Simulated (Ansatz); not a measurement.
`C[NH2+][AlH3-]`, relaxed with RKS PBE0-D4/def2-TZVP in Ansatz 0.2.0 from a GFN2-xTB geometry. The force threshold is 0.005 eV/Å; the program also tests the step.

Total charge 0; spin multiplicity 1.

Start:

```xyz
11

C     1.019    0.387   -0.822
N     0.463    0.165    0.512
Al   -1.453   -0.545    0.438
H     2.040    0.777   -0.794
H     1.004   -0.556   -1.365
H     0.377    1.088   -1.353
H     0.466    1.034    1.044
H     1.042   -0.494    1.030
H    -1.644   -0.643    1.996
H    -2.122    0.657   -0.321
H    -1.191   -1.870   -0.364
```

```tsv
step	energy (eV)	largest force (eV/Å)	largest move (Å)
1	-9249.4841	0.434	0.000
2	-9249.5170	0.157	0.118
3	-9249.5203	0.057	0.032
4	-9249.5204	0.026	0.001
5	-9249.5205	0.005	0.003
```

End:

```xyz
11

C     1.040    0.396   -0.839
N     0.472    0.170    0.499
Al   -1.446   -0.544    0.465
H     2.062    0.779   -0.796
H     1.027   -0.546   -1.386
H     0.407    1.105   -1.370
H     0.475    1.033    1.034
H     1.043   -0.489    1.019
H    -1.714   -0.667    2.042
H    -2.159    0.665   -0.315
H    -1.205   -1.902   -0.355
```

Run time 27 s (2 threads of a server CPU on a shared host); peak host memory 0.27 GiB.
